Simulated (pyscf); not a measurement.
## Four-centre exchange: ZnH₂ (SMILES [ZnH2]) + H₂ (SMILES [H][H]) → ZnH₂ (SMILES [ZnH2]) + H₂ (SMILES [H][H])

Gas phase, singlet surface, charge 0. Bonds broken: Zn1–H4, H2–H5. Bonds formed: Zn1–H2, H4–H5. Optimised with ωB97X-D3(BJ)/def2-SVP in PySCF.

Transition state (Å):

```xyz
5

Zn     0.4286     0.5843     0.0844
H      0.9869    -0.1040    -1.4361
H      0.9411     1.2641     1.3463
H     -1.0589     0.0401    -0.6829
H     -0.1211    -0.1448    -1.2690
```

One imaginary mode, 1582i cm⁻¹; descent along it reached the two sides named.

| bond | change | reactant side (Å) | saddle | product side |
|---|---|---|---|---|
| Zn1–H4 | breaks | 1.549 | 1.760 | 2.7 |
| H2–H5 | breaks | 0.762 | 1.121 | 3.0 |
| Zn1–H2 | forms | 2.7 | 1.760 | 1.549 |
| H4–H5 | forms | 3.0 | 1.121 | 0.762 |

Electronic energies relative to the separated reactants (kcal/mol):

```csv
level,barrier,reaction energy,reverse barrier
ωB97X-D3(BJ)/def2-TZVP,38.6,0.0,38.6
PBE/def2-TZVP,33.5,0.0,33.5
r²SCAN/def2-TZVP,33.6,0.0,33.6
B3LYP-D3(BJ)/def2-TZVP,38.5,0.0,38.5
PBE0-D3(BJ)/def2-TZVP,34.7,0.0,34.7
M06-2X/def2-TZVP,39.2,0.0,39.2
ωB97M-D3(BJ)/def2-TZVP,38.8,0.0,38.8
HF/def2-TZVP,49.7,0.0,49.7
```

With ωB97M-D3(BJ)/def2-TZVP energies and thermal terms (ideal gas, 1 atm, RRHO with modes under 100 cm⁻¹ raised to 100, one conformer, R ln 2 for chiral ones without a mode under 150 cm⁻¹), in kcal/mol:

| T (K) | ΔH‡ | ΔG‡ | ΔH | ΔG |
|---|---|---|---|---|
| 298 | 38.6 | 45.6 | 0.0 | 0.0 |
| 600 | 37.5 | 53.3 | 0.0 | 0.0 |
| 900 | 37.1 | 61.3 | 0.0 | 0.0 |
| 1200 | 37.0 | 69.3 | 0.0 | 0.0 |

At the saddle there is also a short H–Zn contact that neither side keeps. One saddle was located; it need not be the lowest between these sides. Elements up to Kr have no core potential and no relativistic terms here.
